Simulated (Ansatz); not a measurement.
**Energy profile**

The step: CH₆Si ([CH3][SiH3]) + NH₃ → SiNH₅ ([NH2][SiH3]) + CH₄; bonds formed: Si1–N7, C2–H6; bonds broken: Si1–C2, H6–N7 (atoms numbered as in the saddle structure below).

| atom | x (Å) | y (Å) | z (Å) |
| --- | --- | --- | --- |
| Si1 | -0.9939 | 0.0330 | -0.4490 |
| C2 | 0.7431 | -1.0781 | 0.6791 |
| H3 | -1.9620 | 0.9418 | -1.1879 |
| H4 | -1.7701 | -0.2423 | 0.7842 |
| H5 | -0.7713 | -1.0121 | -1.4778 |
| H6 | 0.8166 | 0.4251 | 0.2378 |
| N7 | 0.3358 | 1.3470 | -0.2889 |
| H8 | 1.0253 | -0.8696 | 1.7205 |
| H9 | 1.6463 | -1.4036 | 0.1455 |
| H10 | 0.0841 | -1.9495 | 0.7178 |
| H11 | 0.7528 | 1.6566 | -1.1602 |
| H12 | 0.0933 | 2.1519 | 0.2790 |

Electronic energies by CCSD(T) at an estimated basis limit (MP2 extrapolated from triple and quadruple zeta, plus CCSD(T) − MP2 in triple zeta), on PBE0-D4/def2-TZVP structures; CH9NSi, closed shell; no counterpoise correction. Computed with Ansatz 0.2.0 (basis: def2-TZVPP and def2-QZVPP); correlated methods freeze the cores. Extrapolation: Hartree–Fock as exp(−7.88 √X), correlation as X^−2.97.

Q: Give the profile in kcal/mol, counted from the separated reactants. (An estimate is asked for; the value comes from the calculation.)

A: The calculation gives:
```tsv
point	kcal/mol
separated: CH6Si (linked as [CH3][SiH3]; Si1, C2, H3, H4, H5, H8, H9, H10; singlet) + NH3 (H6, N7, H11, H12; singlet)	0.00
start structure	-2.29
saddle	52.47
end structure	-12.43
separated: SiNH5 (linked as [NH2][SiH3]; Si1, H3, H4, H5, N7, H11, H12; singlet) + CH4 (C2, H6, H8, H9, H10; singlet)	-11.50
```

The T1 diagnostic stays at or below 0.011.

For scale, one of the runs: CCSD(T)/def2-TZVPP, 230 basis functions (an equivalent command: `ansatz run in.yaml --threads 4`). Hardware: 4 CPU threads, shared host. Wall time 65 s; peak host memory 3.9 GiB.
